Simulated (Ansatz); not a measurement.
## Worked example: correlation energy of H3Si–BH2, singlet

Geometry: displaced at random from a stationary point.

```xyz
7

Si    0.0472    0.0091    0.5795
B    -0.1177    0.0247   -1.4195
H    -0.0411    1.3294    1.2192
H     1.2442   -0.8140    1.0794
H    -1.2632   -0.8331    0.9766
H     0.0725    0.9359   -2.1513
H    -0.0655   -1.1362   -2.0466
```

Basis cc-pVDZ; Ansatz 0.2.0. Correlated methods freeze the noble-gas cores, which leaves 12 electrons in 51 orbitals. Prefix R: restricted or restricted open-shell reference.

Full CI isn't at hand for all of this; RCCSDT(Q) serves as the reference, and is uncertain by the last step of the cluster series or more.

RCCSD has a T1 diagnostic of 0.012 and a largest doubles amplitude of 0.03.

Runs differ by some tens of microhartree through their thresholds, so steps under 0.03 kcal/mol mean nothing.

```json
{"level": "RHF", "total energy (hartree)": "-316.464400"}
{"level": "RMP2", "total energy (hartree)": "-316.655447"}
{"level": "RCCSD", "total energy (hartree)": "-316.702207"}
{"level": "RCCSD(T)", "total energy (hartree)": "-316.707551"}
{"level": "RCCSDT", "total energy (hartree)": "-316.708643"}
{"level": "RCCSDT(Q)", "total energy (hartree)": "-316.708844"}
```

Task: What is the correlation energy at RCCSDT(Q), and what share of it do RMP2 and RCCSDT recover?

Result: E(corr) = -316.708844 − (-316.464400) = -0.244444 hartree = -6.652 eV. RMP2: -0.191047 / -0.244444 = 78.16 %. RCCSDT: -0.244243 / -0.244444 = 99.92 %.

Task: By how many kcal/mol does RCCSD(T) miss RCCSDT(Q) (1 hartree = 627.509 kcal/mol), and which steps make up the rest?

Result: -316.707551 − (-316.708844) = 0.001293 hartree = 0.81 kcal/mol. Steps: RCCSDT − RCCSD(T) = -0.69, RCCSDT(Q) − RCCSDT = -0.13 kcal/mol. Differences between like states or geometries often cancel part of this.
